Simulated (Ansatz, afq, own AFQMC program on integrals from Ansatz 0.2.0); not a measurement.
B₂H₂, triplet → B2H2, singlet

```xyz
4

B     0.0000    0.0000    0.6756
B     0.0000    0.0000   -0.9095
H     0.0000    1.0479    1.2540
H     0.0000   -1.0479    1.2540
```

Connectivity, by distances: BH2–B.

E(singlet, charge +0) − E(triplet, charge +0) at this geometry, on UHF and RHF determinants.

Basis cc-pVDZ. Only valence electrons are correlated. Integrals, coupled cluster, full CI and functionals: Ansatz 0.2.0; the random walks run on the same integrals in our own AFQMC program. ph-AFQMC/CISD is guided by a CISD state made of CCSD amplitudes; releasing the constraint for a short imaginary time cuts its bias at the price of noise, slowly where states lie close. ± is one standard error of the sampling. The errors of all members are added in quadrature.

No full CI on the walks' own integrals is used here; CCSDT(Q) serves as the reference and is uncertain by about the last step of the cluster series. Each member takes its own surest rung, up to full CI.

The best estimate is CCSD(T) at the basis-set limit (CBS: def2-TZVPP and def2-QZVPP, with their diffuse functions for anions and beside diffuse sets, CCSD(T) itself extrapolated) plus the step from CCSD(T) to CCSDT(Q) in cc-pVDZ. Rows without CBS are in cc-pVDZ; B2PLYP and the wave-function rows carry a basis error of their own. Core correlation and relativity beyond core potentials are missing, and ± holds the sampling alone.

Cautions: B₂H₂ (singlet): another spin lies lower, restricted determinant unstable towards unrestricted (UHF 870 meV lower, ⟨S²⟩ 0.95), the ph-AFQMC/CISD walk drifts between its halves (2.5 errors), CCSDTQ on the UHF determinant differs (786 meV lower), perhaps since the unrestricted series falls towards higher spin, its ph-AFQMC/CISD value lies 18 ± 5 meV above CCSDTQ.

| level | vertical spin gap (kJ/mol) |
| --- | --- |
| MP2 | 103.4 |
| HF | 128.8 |
| CCSD | 76.1 |

(1) From these cheaper values, estimate the vertical spin gap at the level of the best estimate.

(1) 65.8 kJ/mol (best estimate, highest rung CCSDT(Q)).

```json
{"level": "CCSD(T)", "vertical spin gap (kJ/mol)": "77.1", "error against the best estimate (kJ/mol)": "11.3"}
{"level": "CCSDT", "vertical spin gap (kJ/mol)": "76.7", "error against the best estimate (kJ/mol)": "10.9"}
{"level": "CCSDT(Q)", "vertical spin gap (kJ/mol)": "76.4", "error against the best estimate (kJ/mol)": "10.6"}
{"level": "ph-AFQMC/CISD", "vertical spin gap (kJ/mol)": "76.5 ± 0.5", "error against the best estimate (kJ/mol)": "10.7 ± 0.5"}
{"level": "released AFQMC", "vertical spin gap (kJ/mol)": "76.6 ± 0.6", "error against the best estimate (kJ/mol)": "10.8 ± 0.6"}
{"level": "HF/CBS", "vertical spin gap (kJ/mol)": "124.6", "error against the best estimate (kJ/mol)": "58.8"}
{"level": "MP2/CBS", "vertical spin gap (kJ/mol)": "86.8", "error against the best estimate (kJ/mol)": "21.0"}
{"level": "CCSD(T)/CBS", "vertical spin gap (kJ/mol)": "66.8", "error against the best estimate (kJ/mol)": "1.1"}
```

Correlation beyond CCSD(T) takes off 1.1 kJ/mol. Going to the basis-set limit takes off 10.2 kJ/mol at CCSD(T). The perturbative (T) step is worth +0.9 kJ/mol.

Best estimates are given only where the step beyond CCSD(T) is under 0.3 eV and no member's determinant is very poor (T1 over 0.05, or 0.07 for open shells, ⟨S²⟩ too high by 0.3, two states mixed), so the hardest cases are missing from such tables.

CCSDT and higher add their correlation energy to the determinant of the CCSD(T) run, since their own runs factorise the integrals more tightly (a shift of under 2 meV). Each member of a difference takes its own highest rung, so a best estimate needn't equal the limit plus the step of one row. A walk keeps the symmetry of its determinant, which the program's search chose and which needn't be the lowest solution, so a lower state of the same spin and another symmetry isn't excluded. Released energies are given only where the last usable release times agree within the noise; a slower fall can still hide under it.
